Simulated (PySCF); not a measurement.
# Ionising PO

PBE; PySCF, no relativity, basis sets P def2-TZVPPD, O def2-TZVPPD. Neutral (UKS): doublet (π ↑), Re = 1.496 Å, ωe = 1199 cm⁻¹, De = 6.65 eV, HOMO -4.64 eV, LUMO -4.46 eV.

PO⁺ (UKS): singlet (closed shell), Re = 1.442 Å, ωe = 1381 cm⁻¹, De = 8.65 eV to P⁺ + O. The energies at the minima are -416.35844 hartree for PO and -416.04673 for PO⁺.

Task: Work out the adiabatic ionisation energy, without and with harmonic zero-point energies (1 hartree = 27.2114 eV, 1 eV = 8065.5 cm⁻¹), and the change of the bond length.

Result: At PBE: 0.31171 hartree = 8.482 eV between the minima; the zero-point term (1381.0 − 1199.0)/2 cm⁻¹ = +0.011 eV makes it 8.493 eV. Re changes by -5.4 pm against the neutral. The electron leaves a π orbital, and the shorter bond of the ion fits an antibonding orbital, or a change in how ionic the bond is.

For an ion De counts to the pair picked by the measured ionisation energies or electron affinities, which need not be the lowest pair at this level. States were picked by a PBE0 search and need not be the measured ground states.
